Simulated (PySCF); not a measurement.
Species: C₃H₃FO.
SMILES with atom numbers: `[CH2:1]=[CH:2][C:3](=[O:4])[F:5]` (hydrogens: H6, H7 on C1; H8 on C2)

Method: PySCF, PBE0-D3(BJ)/def2-SVP geometry optimisation, gas phase; density fitting, grid level 1; the optimiser is geomeTRIC in internal coordinates, started from a GFN2-xTB structure with every atom displaced at random (about 0.01 Å).

Step 0: E = -7908.8797 eV
```
atom  x, y, z in Å  |  force x, y, z in eV/Å
C1      1.0146    0.7596   -0.0723   -1.461  -0.526  -0.509
C2      0.1337   -0.0994    0.4658    0.452   0.394  -0.389
C3     -1.0000   -0.6344   -0.3172    0.602  -0.396   1.921
O4     -1.2789   -0.3880   -1.4226   -0.640   0.256  -1.735
F5     -1.7217   -1.5028    0.4307    0.132   0.253  -0.301
H6      0.8502    1.0959   -1.0977    0.121   0.003  -0.152
H7      1.8259    1.1823    0.4742    0.790   0.269   0.579
H8      0.2331   -0.4320    1.4843    0.004  -0.252   0.585
```

Step 1: E = -7908.8885 eV
```
atom  x, y, z in Å  |  force x, y, z in eV/Å
C1      0.9688    0.7709   -0.0730    1.032   0.197  -0.294
C2      0.1123   -0.0583    0.5025   -0.714  -0.163   0.513
C3     -1.0073   -0.6033   -0.2881    0.270  -0.230  -0.760
O4     -1.3119   -0.3016   -1.3995   -0.114  -0.016   0.471
F5     -1.6129   -1.6188    0.3364   -0.107   0.157   0.135
H6      0.8524    1.0194   -1.1330   -0.029   0.098   0.053
H7      1.8758    1.1228    0.4464   -0.419   0.067  -0.084
H8      0.1796   -0.3499    1.5535    0.081  -0.110  -0.033
```

Step 2: E = -7908.9141 eV
```
atom  x, y, z in Å  |  force x, y, z in eV/Å
C1      0.9963    0.7748   -0.0762    0.129  -0.218  -0.091
C2      0.1150   -0.0660    0.4733   -0.075   0.215  -0.002
C3     -1.0080   -0.6231   -0.3077   -0.080  -0.071  -0.257
O4     -1.3816   -0.3454   -1.4005    0.250   0.168   0.144
F5     -1.6194   -1.5943    0.3782   -0.076  -0.098   0.200
H6      0.9136    1.0640   -1.1282   -0.065   0.011   0.007
H7      1.8637    1.1371    0.4840   -0.139   0.088   0.034
H8      0.1773   -0.3660    1.5223    0.057  -0.095  -0.035
```

Task: Estimate the geometry and energy of step 3. (The exact step hangs on the optimiser's Hessian estimate; all steps are aligned on step 2, rigid shifts and turns removed.)

Result: E = -7908.9188 eV, largest force 0.387 eV/Å
```
atom  x, y, z in Å  |  force x, y, z in eV/Å
C1      0.9932    0.7511   -0.0887   -0.185  -0.097   0.171
C2      0.1276   -0.0900    0.4917    0.195   0.075  -0.147
C3     -0.9861   -0.6368   -0.3053   -0.022   0.326   0.208
O4     -1.3070   -0.2974   -1.3948   -0.144  -0.282  -0.124
F5     -1.6673   -1.5682    0.3769    0.021   0.006  -0.148
H6      0.8715    1.0328   -1.1387   -0.019  -0.037   0.000
H7      1.8242    1.1856    0.4660    0.093   0.023   0.062
H8      0.2007   -0.3961    1.5381    0.060  -0.013  -0.022
```

The energy changes by -0.0047 eV. The first-order estimate −F·Δx gives -0.0418 eV and the mean of the old and new forces, exact on a quadratic surface, -0.0051 eV. The step makes an angle of 64° with the force vector and moves no atom by more than 0.089 Å.

The cost below is that of the whole optimisation. On an Intel Xeon Platinum 8488C with one thread, shared host with 96 logical CPUs at a one-minute load of 14, this took 18 s and 0.36 GiB of memory at its peak.
